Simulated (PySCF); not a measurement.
hydrogen cyanide (CHN), SMILES C#N.

Geometry optimised at B3LYP-D3(BJ)/def2-TZVPD.

These are r2SCAN/def2-TZVPD in PySCF values and carry that method's errors.

Gas-phase values at a fixed geometry.

Computed frontier levels, gap, dipole moment and polarisability:
| Property | Result |
|---|---|
| highest occupied level | -9.33 eV |
| lowest empty level | -0.62 eV |
| orbital gap | 8.72 eV |
| dipole moment | 0.630 e·Å |
| quadrupole, principal values (traceless, Buckingham form, about the centre of nuclear charge) | -0.99, -0.99, 1.97 D·Å |
| mean static polarisability | 16.8 bohr³ (2.49 Å³) |
| polarisability, principal values | 14.0, 14.0, 22.5 bohr³ |
